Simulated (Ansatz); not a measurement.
fcc Ir was calculated with r²SCAN0 (plane waves, PAW; Ansatz, a program for electronic structure).

Settings: plane-wave cutoff 520 eV, 14×14×14 k mesh, Fermi–Dirac smearing 0.05 eV, no spin polarisation, scalar-relativistic PAW data made under PBE.

Computed at the level's own relaxed cell.

Problem. Give the computed volume per atom, bulk modulus B0, lattice constant a and pressure derivative B′ of the bulk modulus.

Solution. 
volume per atom: 13.84 Å³/atom
bulk modulus B0: 417 GPa
lattice constant a: 3.811 Å
pressure derivative B′ of the bulk modulus: 5.0

Measured, for comparison: equilibrium volume per atom 14.06 Å³/atom, lattice constant a 3.831 Å (static lattice: zero-point anharmonic expansion removed; as tabulated in Mejia-Rodriguez and Trickey (2018), arXiv:1807.09216); bulk modulus 365 GPa (corrected for temperature and zero-point phonon effects; as tabulated in Levämäki et al. (2014), arXiv:1402.3671). Computed (rounded) less measured: equilibrium volume per atom -1.6 %, bulk modulus +14 %, lattice constant a -0.5 %.

Spin–orbit coupling is not included.

The computed numbers hold no vibrational or temperature effects.
